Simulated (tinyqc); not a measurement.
Worked calculation: MP2 on RHF in the sto-3g basis, frozen core, for H2O, spin multiplicity 1. One step of it, computed by the program tinyqc.

Problem. Integrals over molecular orbitals. (pq|rs) = sum C_ip C_jq C_kr C_ls (ij|kl), one index at a time.

coefficients C:
```
              MO1        MO2        MO3        MO4       MO5        MO6        MO7
1O 1s    0.994017  -0.232159   0.000000   0.098775  0.000000  -0.141459   0.000000
1O 2s    0.027505   0.821729   0.000000  -0.518195  0.000000   0.972146   0.000000
1O 2px   0.000000   0.000000   0.000000   0.000000  1.000000   0.000000   0.000000
1O 2py   0.000000   0.000000   0.598587   0.000000  0.000000   0.000000   1.037910
1O 2pz   0.004390   0.132300   0.000000   0.812187  0.000000   0.693230   0.000000
2H 1s   -0.006451   0.162796   0.436497   0.251721  0.000000  -0.833348  -0.871540
3H 1s   -0.006451   0.162796  -0.436497   0.251721  0.000000  -0.833348   0.871540
```

core Hamiltonian H = T + V (hartree), lower triangle:
```
             1O 1s      1O 2s     1O 2px     1O 2py     1O 2pz      2H 1s      3H 1s
1O 1s   -32.765672
1O 2s    -7.623399  -9.375001
1O 2px    0.000000   0.000000  -7.490404
1O 2py    0.000000   0.000000   0.000000  -7.679898
1O 2pz   -0.018559  -0.215023   0.000000   0.000000  -7.573529
2H 1s    -1.912796  -3.979043   0.000000  -2.235609  -1.549057  -5.218400
3H 1s    -1.912796  -3.979043   0.000000   2.235609  -1.549057  -1.621783  -5.218400
```

Two-electron integrals (ij|kl) in chemists' order, unique and non-zero (hartree):
```
(11|11) 4.785065    (21|11) 0.741380    (21|21) 0.136873    (22|11) 1.118947
(22|21) 0.256633    (22|22) 0.817206    (31|31) 0.024477    (32|31) 0.037809
(32|32) 0.180518    (33|11) 1.115814    (33|21) 0.256684    (33|22) 0.817023
(33|33) 0.880159    (41|41) 0.024477    (42|41) 0.037809    (42|42) 0.180518
(43|43) 0.047444    (44|11) 1.115814    (44|21) 0.256684    (44|22) 0.817023
(44|33) 0.785270    (44|44) 0.880159    (51|51) 0.024477    (52|51) 0.037809
(52|52) 0.180518    (53|53) 0.047444    (54|54) 0.047444    (55|11) 1.115814
(55|21) 0.256684    (55|22) 0.817023    (55|33) 0.785270    (55|44) 0.785270
(55|55) 0.880159    (61|11) 0.187829    (61|21) 0.034356    (61|22) 0.063908
(61|33) 0.063789    (61|41) 0.001309    (61|42) 0.002440    (61|44) 0.064042
(61|51) 0.000867    (61|52) 0.001616    (61|54) 0.000168    (61|55) 0.063900
(61|61) 0.008734    (62|11) 0.430161    (62|21) 0.099777    (62|22) 0.348657
(62|33) 0.342972    (62|41) 0.006192    (62|42) 0.046125    (62|44) 0.354604
(62|51) 0.004101    (62|52) 0.030550    (62|54) 0.007704    (62|55) 0.348074
(62|61) 0.025475    (62|62) 0.179956    (63|31) 0.010760    (63|32) 0.061459
(63|43) 0.009728    (63|53) 0.006443    (63|63) 0.026506    (64|11) 0.248516
(64|21) 0.058425    (64|22) 0.218105    (64|33) 0.208078    (64|41) 0.013964
(64|42) 0.089040    (64|44) 0.234754    (64|51) 0.002122    (64|52) 0.018267
(64|54) 0.011225    (64|55) 0.211246    (64|61) 0.015616    (64|62) 0.136748
(64|64) 0.129312    (65|11) 0.164597    (65|21) 0.038696    (65|22) 0.144455
(65|33) 0.137814    (65|41) 0.002122    (65|42) 0.018267    (65|44) 0.142597
(65|51) 0.012165    (65|52) 0.073558    (65|54) 0.012895    (65|55) 0.152798
(65|61) 0.010343    (65|62) 0.090571    (65|64) 0.068090    (65|65) 0.071603
(66|11) 0.550107    (66|21) 0.129667    (66|22) 0.516843    (66|33) 0.495766
(66|41) 0.010991    (66|42) 0.110487    (66|44) 0.539288    (66|51) 0.007279
(66|52) 0.073178    (66|54) 0.028826    (66|55) 0.514858    (66|61) 0.033450
(66|62) 0.326871    (66|64) 0.283952    (66|65) 0.188067    (66|66) 0.774606
(71|11) 0.187829    (71|21) 0.034356    (71|22) 0.063908    (71|33) 0.063789
(71|41) -0.001309   (71|42) -0.002440   (71|44) 0.064042    (71|51) 0.000867
(71|52) 0.001616    (71|54) -0.000168   (71|55) 0.063900    (71|61) 0.008586
(71|62) 0.024606    (71|64) 0.013719    (71|65) 0.009995    (71|66) 0.031848
(71|71) 0.008734    (72|11) 0.430161    (72|21) 0.099777    (72|22) 0.348657
(72|33) 0.342972    (72|41) -0.006192   (72|42) -0.046125   (72|44) 0.354604
(72|51) 0.004101    (72|52) 0.030550    (72|54) -0.007704   (72|55) 0.348074
(72|61) 0.024606    (72|62) 0.145857    (72|64) 0.076168    (72|65) 0.071293
(72|66) 0.218235    (72|71) 0.025475    (72|72) 0.179956    (73|31) 0.010760
(73|32) 0.061459    (73|43) -0.009728   (73|53) 0.006443    (73|63) 0.020761
(73|73) 0.026506    (74|11) -0.248516   (74|21) -0.058425   (74|22) -0.218105
(74|33) -0.208078   (74|41) 0.013964    (74|42) 0.089040    (74|44) -0.234754
(74|51) -0.002122   (74|52) -0.018267   (74|54) 0.011225    (74|55) -0.211246
(74|61) -0.013719   (74|62) -0.076168   (74|64) -0.019454   (74|65) -0.036347
(74|66) -0.099884   (74|71) -0.015616   (74|72) -0.136748   (74|74) 0.129312
(75|11) 0.164597    (75|21) 0.038696    (75|22) 0.144455    (75|33) 0.137814
(75|41) -0.002122   (75|42) -0.018267   (75|44) 0.142597    (75|51) 0.012165
(75|52) 0.073558    (75|54) -0.012895   (75|55) 0.152798    (75|61) 0.009995
(75|62) 0.071293    (75|64) 0.036347    (75|65) 0.055071    (75|66) 0.117039
(75|71) 0.010343    (75|72) 0.090571    (75|74) -0.068090   (75|75) 0.071603
(76|11) 0.163549    (76|21) 0.038217    (76|22) 0.143017    (76|33) 0.140079
(76|44) 0.143218    (76|51) 0.002561    (76|52) 0.021957    (76|55) 0.145607
(76|61) 0.009636    (76|62) 0.071386    (76|64) 0.046735    (76|65) 0.040393
(76|66) 0.129854    (76|71) 0.009636    (76|72) 0.071386    (76|74) -0.046735
(76|75) 0.040393    (76|76) 0.033686    (77|11) 0.550107    (77|21) 0.129667
(77|22) 0.516843    (77|33) 0.495766    (77|41) -0.010991   (77|42) -0.110487
(77|44) 0.539288    (77|51) 0.007279    (77|52) 0.073178    (77|54) -0.028826
(77|55) 0.514858    (77|61) 0.031848    (77|62) 0.218235    (77|64) 0.099884
(77|65) 0.117039    (77|66) 0.338878    (77|71) 0.033450    (77|72) 0.326871
(77|74) -0.283952   (77|75) 0.188067    (77|76) 0.129854    (77|77) 0.774606
```

Give: one-electron integrals over orbitals h = C^T H C; Two-electron integrals over orbitals.

Solution.

one-electron integrals over orbitals h = C^T H C (hartree), lower triangle:
```
         1       2       3       4       5       6       7
1  -32.748
2    0.559  -7.702
3    0.000   0.000  -6.459
4   -0.225   0.382   0.000  -7.122
5    0.000   0.000   0.000   0.000  -7.490
6    0.328  -1.414   0.000  -0.973   0.000  -5.273
7    0.000   0.000  -1.728   0.000   0.000   0.000  -5.648
```

Two-electron integrals over orbitals (pq|rs), unique and non-zero (hartree); the lowest 1 orbital is frozen and left out:
```
(22|22) 0.728       (32|32) 0.149       (33|22) 0.650       (33|33) 0.642
(42|22) 0.011       (42|33) 0.008       (42|42) 0.124       (43|32) 0.018
(43|43) 0.044       (44|22) 0.685       (44|33) 0.608       (44|42) -0.105
(44|44) 0.813       (52|52) 0.144       (53|53) 0.029       (54|52) -0.045
(54|54) 0.056       (55|22) 0.747       (55|33) 0.634       (55|42) -0.061
(55|44) 0.743       (55|55) 0.880       (62|22) 0.142       (62|33) 0.074
(62|42) 0.020       (62|44) 0.101       (62|55) 0.162       (62|62) 0.102
(63|32) -0.046      (63|43) -0.026      (63|63) 0.075       (64|22) 0.088
(64|33) 0.040       (64|42) -0.016      (64|44) 0.109       (64|55) 0.102
(64|62) 0.062       (64|64) 0.057       (65|52) 0.063       (65|54) -3.85e-03
(65|65) 0.040       (66|22) 0.610       (66|33) 0.573       (66|42) 0.062
(66|44) 0.545       (66|55) 0.585       (66|62) 0.091       (66|64) 0.042
(66|66) 0.592       (72|32) 0.038       (72|43) -0.032      (72|63) 0.036
(72|72) 0.061       (73|22) 0.138       (73|33) 0.093       (73|42) -0.070
(73|44) 0.169       (73|55) 0.189       (73|62) 0.080       (73|64) 0.067
(73|66) 0.036       (73|73) 0.148       (74|32) -0.074      (74|43) 0.008
(74|63) 0.042       (74|72) -0.017      (74|74) 0.065       (75|53) 0.024
(75|75) 0.025       (76|32) 0.105       (76|43) 0.043       (76|63) -0.070
(76|72) -0.009      (76|74) -0.056      (76|76) 0.120       (77|22) 0.630
(77|33) 0.618       (77|42) -0.015      (77|44) 0.621       (77|55) 0.633
(77|62) 0.072       (77|64) 0.039       (77|66) 0.566       (77|73) 0.100
(77|77) 0.629
```
